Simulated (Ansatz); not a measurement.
Born–Oppenheimer molecular dynamics of CH4AlCl (7 atoms, charge 0, multiplicity 1). It starts at the highest image of a converged band. Of that band: Neighbouring images differ by up to 1.9 eV, so the band resolves the path poorly. A vibrational analysis at the climbing image gives one clearly imaginary mode, 1267i cm⁻¹: a first-order saddle point.

Theory: RKS PBE/def2-SVP (Ansatz).

* ensemble: NVE (velocity Verlet)
* time step: 0.5 fs
* steps asked: 200
* starting velocities drawn for: 300 K
* seed: 11726

First frame:

```xyz
7
Properties=species:S:1:pos:R:3
Al -0.210 0.005 0.672
H 0.993 0.276 1.667
C 1.950 0.041 0.198
H 2.049 -0.983 -0.229
H 1.982 0.814 -0.603
H 2.795 0.213 0.894
Cl -0.966 -0.366 -1.278
```

**Question.** How far do the bonds stretch over the last three quarters of this one trajectory? (Pairs bonded in most of those frames.)

**Answer.** 
| bond | mean (Å) | spread (Å) | shortest | longest |
| --- | --- | --- | --- | --- |
| Al1–Cl7 | 2.215 | 0.122 | 2.03 | 2.38 |
| H2–C3 | 1.203 | 0.186 | 0.91 | 1.47 |
| C3–H4 | 1.110 | 0.025 | 1.06 | 1.16 |
| C3–H5 | 1.117 | 0.054 | 1.03 | 1.21 |
| C3–H6 | 1.117 | 0.035 | 1.05 | 1.18 |

Mean temperature of the second half: 3185 K. The conserved energy stayed within 2.8 meV per atom of its start (net change -1.3 meV per atom), so the integration is sound. The kinetic energy rose, since the run started high on the potential surface and went downhill. It ends in pieces (AlCl + CH4), so much of that is their flight and rotation, not heat. A run of 0.1 ps of so small a system gives no equilibrium averages. The orbitals stay closed-shell, which can raise the energy where a bond breaks towards radicals; this wasn't checked here.

Time of the run: 10 min on 1 thread of Intel(R) Xeon(R) Processor @ 2.50GHz (Skylake/Cascade Lake) (shared host), peak memory 0.12 GiB.
